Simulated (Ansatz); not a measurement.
# CH4AlS: the cost of one run

All numbers below are computed with Ansatz 0.2.0 (UKS PBE0/def2-SVP).

1 further run of the same task is left out (it didn't finish).

## Step 1: The system as given

Bond lengths: Al1–C2 1.946 Å, C2–S3 1.749 Å, Al1–H4 1.549 Å, Al1–H5 1.549 Å, C2–H6 1.088 Å, S3–H7 1.342 Å. Angles: Al1–C2–S3 118.0°, Al1–C2–H6 131.4°, S3–C2–H6 110.6°, C2–Al1–H4 121.9°, C2–Al1–H5 121.9°, H4–Al1–H5 115.8°, C2–S3–H7 99.6°.

Structure file:

```xyz
7

Al   -1.0560    0.5518   -0.7840
C     0.2220    0.0065    0.5784
S     1.5089   -1.0802    0.1079
H    -2.3093   -0.2954   -1.1176
H    -0.8002    1.7688   -1.7070
H     0.2983    0.2553    1.6345
H     2.1362   -1.2068    1.2877
```

## Step 2: Relaxing end A

input.yaml reads:

```yaml
crystal:
  periodic: [false, false, false]
  atoms:
    - { symbol: Al, position_ang: [-1.05599, 0.55182, -0.78404] }
    - { symbol: C, position_ang: [0.22197, 0.00651, 0.57843] }
    - { symbol: S, position_ang: [1.50891, -1.08025, 0.10792] }
    - { symbol: H, position_ang: [-2.30926, -0.29536, -1.11758] }
    - { symbol: H, position_ang: [-0.80016, 1.76879, -1.70697] }
    - { symbol: H, position_ang: [0.29828, 0.25526, 1.63455] }
    - { symbol: H, position_ang: [2.13625, -1.20676, 1.2877] }
magnetization:
  spin_polarized: true
  initial_magnetization: 1
basis:
  gaussian: { orbitals: def2-SVP }
hamiltonian:
  xc: pbe0
relax:
  f_tol: 0.015
  max_steps: 40
```

Started as:

```
$ ansatz run input.yaml --threads 1 --pin off --max-ram 2048MiB --backend cpu --events-out ev --progress --plain --runs-dir out
```

What time and memory should one allow on 1 thread of Arm Neoverse V2, shared host?

About 39 s, with a peak of 0.17 GiB.
